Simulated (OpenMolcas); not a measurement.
BOF (fluoro(oxo)borane): the energy, rung by rung

The species is BOF (3 atoms), meant as a singlet with charge 0. As SMILES, `O=BF`. The shape is that of a PBE0-D4/def2-TZVP optimisation.

```xyz
3

O     0.9831   -0.5651    0.4799
B     0.0203   -0.0116    0.0099
F    -1.0034    0.5768   -0.4898
```

Each level gives the energy change with the B2–F3 bond stretched from 1.282 to 1.603 Å (eV). The values are calculated.

```tsv
level	kind	program	value (eV)	less FCI/STO-3G	CPU time (all runs)
SVWN5/STO-3G (restricted)	LDA	OpenMolcas	1.55	+0.38	6.2 s
r2SCAN/STO-3G (restricted)	meta-GGA	OpenMolcas	1.46	+0.29	8.6 s
B3LYP/STO-3G (restricted)	global hybrid	OpenMolcas	1.41	+0.24	7.2 s
M06-2X/STO-3G (restricted)	hybrid meta-GGA	OpenMolcas	1.50	+0.33	7.7 s
B2PLYP/STO-3G (restricted)	double hybrid	OpenMolcas	1.43	+0.26	6.4 s
MP2/STO-3G (restricted)	perturbation theory	OpenMolcas	1.41	+0.24	3.2 s
CISD/STO-3G (restricted)	coupled cluster or CI	OpenMolcas	1.24	+0.07	3.4 s
FCI/STO-3G	exact in the basis	OpenMolcas	1.17	0.00	64 s
```

FCI/STO-3G is exact within its basis and frozen core, so for wave-function methods in that basis the difference is their error; functionals converge differently with the basis, so for them it is only a difference. The first shape isn't each level's own minimum. The values span 1.17 to 1.55 eV. All rows use very small basis sets, so even the best lies far from the true value. Times are those of the runs behind each value, whatever else they computed, on shared processors of several kinds: orders of magnitude only.
